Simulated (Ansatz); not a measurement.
**AlS (quartet): from Hartree-Fock to the top rungs at distance Al1–S2 = 2.432 Å, 6-31G**

Aim: climb from Hartree-Fock through coupled cluster and multireference methods for AlS (quartet) at one geometry and basis, and see what each rung misses.

Program: Ansatz 0.2.0, Gaussian basis. Level of theory: 6-31G, core rule «outside noble gas», up to 10 orbitals frozen. These are calculated values, not measurements.

To be run: UHF; CCSD(T) on ROHF; CCSD(T) on UHF; BCCD(T) on ROHF; CISD as a restricted active space (open shells left free, so some higher excitations enter); CCSDT(Q) on ROHF; CCSDT(Q) on UHF; CISDTQ; CCSDTQ on ROHF; CCSDTQ on UHF; CASSCF and MRCISD+Q, 5 electrons in 5 orbitals; CASSCF and NEVPT2, 5 electrons in 5 orbitals; CASSCF and MRCISD+Q, 9 electrons in 8 orbitals; CASSCF and NEVPT2, 9 electrons in 8 orbitals; Full CI.

23 further runs of the same task are left out: 16 that didn't finish, 7 set aside as unsound or not needed. Runs told in other sessions of the task aren't counted.

### Step 1. The geometry

The geometry derives from a PBE0/def2-TZVP stationary point (not a proven minimum). One bond is set to the value named and the two fragments are kept rigid.

2 atoms, charge 0, spin multiplicity 4.

Atoms are counted from 1 here; the program's logs count them from 0.

Bond lengths: Al1–S2 2.432 Å.

### Step 2. UHF

Contents of in.yaml:

```yaml
crystal:
  periodic: [false, false, false]
  atoms:
    - {symbol: Al, position_ang: [0.000000, 0.000000, 0.000000]}
    - {symbol: S, position_ang: [0.000000, 0.000000, 2.432000]}
basis:
  gaussian: {orbitals: 6-31G}
magnetization: {spin_polarized: true, initial_magnetization: 3}
hamiltonian: {xc: hf}
output: {orbitals: {seedname: orbitals}}
```

Command:

```
ansatz run in.yaml --threads 1 --pin off --events-out ev --progress --plain --max-ram 2393MiB
```

After this run come: CCSD(T) on ROHF; CCSD(T) on UHF; BCCD(T) on ROHF; CISD as a restricted active space (open shells left free, so some higher excitations enter); CCSDT(Q) on ROHF; CCSDT(Q) on UHF; CISDTQ; CCSDTQ on ROHF; CCSDTQ on UHF; CASSCF and MRCISD+Q, 5 electrons in 5 orbitals; CASSCF and NEVPT2, 5 electrons in 5 orbitals; CASSCF and MRCISD+Q, 9 electrons in 8 orbitals; CASSCF and NEVPT2, 9 electrons in 8 orbitals; Full CI.

Q: Predict the results of all the runs planned. Wanted: FCI from the RHF energy; RMP2 from FCI; UMP2 from FCI; RCCSD from FCI; RCCSD(T) from FCI; UCCSD(T) from FCI; RCCSDT(Q) from FCI; UCCSDT(Q) from FCI; NEVPT2 valence from FCI.

As calculated:

| quantity | value |
| --- | --- |
| FCI from the ROHF energy | -1.9000 eV |
| RMP2 from FCI | +59.4 kJ/mol |
| UMP2 from FCI | +59.1 kJ/mol |
| RCCSD from FCI | +18.2 kJ/mol |
| RCCSD(T) from FCI | +11.7 kJ/mol |
| UCCSD(T) from FCI | +11.9 kJ/mol |
| RCCSDT(Q) from FCI | -0.1 kJ/mol |
| UCCSDT(Q) from FCI | -0.2 kJ/mol |
| NEVPT2 valence from FCI | +28.5 kJ/mol |
| MRCISD+Q valence from FCI | +1.0 kJ/mol |
| levels within 1 kcal/mol (43 meV) | RCCSDT, UCCSDT, CISDTQ, RCCSDT(Q), UCCSDT(Q), RCCSDTQ, UCCSDTQ, MRCISD valence, MRCISD+Q valence |
| T1 diagnostic | 0.037 |
| effectively unpaired electrons | 3.38 |

**Reading.** RCCSD(T) misses by +11.7 kJ/mol, 6.4 % of the correlation energy. UCCSDT(Q) falls below full CI: unrestricted runs freeze a spin-polarised core, another one than full CI's, and coupled cluster isn't variational. The occupations show static correlation (3.38 effectively unpaired electrons where one determinant has 3). Of the multireference levels listed MRCISD+Q valence comes nearest in total energy (+1.0 kJ/mol), which doesn't show that its space is the better one. These misses are within one basis, not against nature; the frozen cores of restricted and unrestricted runs differ, which can shift their rows.

Levels on UHF freeze UHF's core orbitals, full CI those of ROHF, so the U rows can settle a little off it for that reason alone.

With open shells the CI space here admits some higher excitations, so it is larger than plain CISD.
